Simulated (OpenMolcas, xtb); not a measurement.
# How methods differ on CH8BN (SMILES [BH3-][NH2+]C)

The species is CH8BN (11 atoms), meant as a singlet with charge 0. As SMILES, `[BH3-][NH2+]C`. The coordinates come from a PBE0-D4/def2-TZVP relaxation.

```xyz
11

B    -0.8284    1.0320   -0.2051
N    -0.3495   -0.4975    0.0708
C     1.1078   -0.6611    0.1552
H    -2.0409    0.9910   -0.2454
H    -0.3251    1.3417   -1.2657
H    -0.4029    1.6775    0.7312
H    -0.7835   -0.8152    0.9323
H    -0.7210   -1.0847   -0.6699
H     1.4757   -0.0241    0.9576
H     1.5435   -0.3171   -0.7813
H     1.3898   -1.6994    0.3411
```

Quantity: the vertical energy of the triplet above the singlet, in eV. The values are calculated.

| level | kind | program | value (eV) | less CCSD(T)/cc-pVDZ | CPU time (all runs) |
| --- | --- | --- | --- | --- | --- |
| GFN0-xTB | semi-empirical | xtb | 7.90 | -0.21 | under 2 s |
| HF/cc-pVDZ | Hartree–Fock | OpenMolcas | 8.21 | +0.10 | 22 s |
| SVWN5/cc-pVDZ | LDA | OpenMolcas | 6.98 | -1.13 | 1.9 min |
| BLYP/cc-pVDZ | GGA | OpenMolcas | 7.18 | -0.93 | 2.1 min |
| M06-L/cc-pVDZ | meta-GGA | OpenMolcas | 7.79 | -0.32 | 3.5 min |
| B3LYP/cc-pVDZ | global hybrid | OpenMolcas | 7.55 | -0.56 | 3.9 min |
| M06-2X/cc-pVDZ | hybrid meta-GGA | OpenMolcas | 7.75 | -0.36 | 3.1 min |
| CCSD(T)/cc-pVDZ, open shells restricted | coupled cluster or CI | OpenMolcas | 8.11 | 0.00 | 1.8 min |

CCSD(T)/cc-pVDZ, open shells restricted is the highest level here, not the true value. The values span 6.98 to 8.21 eV. GFN0-xTB: no spin polarisation, so open shells miss the exchange term that lowers them. A triplet this far above the singlet is often a Rydberg-like or dissociative state; sets without diffuse functions put Rydberg states too high. The upper state's dipole differs much between rows, so they may not all be the same state. Times are those of the runs behind each value, whatever else they computed, on shared processors of several kinds: orders of magnitude only.
